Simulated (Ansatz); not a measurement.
Born–Oppenheimer molecular dynamics of BH$_{3}$NO (6 atoms, charge -1, multiplicity 1). It goes on from the last frame of an earlier run, with new velocities.

Method: RKS B3LYP/def2-SVP in Ansatz.

```
ensemble        : NVT, Nosé–Hoover chain
time step       : 0.5 fs
steps asked     : 150
set temperature : 1000 K
thermostat      : time constant 50 fs, chain length 1
seed            : 29942
```

First frame:

```xyz
6
Properties=species:S:1:pos:R:3
N -0.312 0.307 -0.671
B 0.452 -0.081 0.556
O 0.414 0.478 1.630
H -0.538 -0.393 -1.393
H -1.135 0.894 -0.395
H 1.123 -1.122 0.439
```

**Question.** How far do the bonds stretch over the last three quarters of this one trajectory? (Pairs bonded in most of those frames.)

**Answer.** 
| bond | mean (Å) | spread (Å) | shortest | longest |
| --- | --- | --- | --- | --- |
| N1–B2 | 1.516 | 0.042 | 1.45 | 1.58 |
| N1–H4 | 1.025 | 0.013 | 1.00 | 1.06 |
| N1–H5 | 1.029 | 0.015 | 1.00 | 1.06 |
| B2–O3 | 1.291 | 0.056 | 1.20 | 1.38 |
| B2–H6 | 1.339 | 0.120 | 1.12 | 1.50 |

Mean temperature of the second half: 859 K. The conserved energy stayed within 0.33 meV per atom of its start (net change 0.071 meV per atom), so the integration is sound. The mean temperature of the second half is 14 % below the set value. A run of 0.075 ps of so small a system gives no equilibrium averages. Limits of this set-up: an anion without diffuse functions.

Run time: 4.5 min on 1 thread of Arm Neoverse N1, on a shared host, peak memory 0.11 GiB.
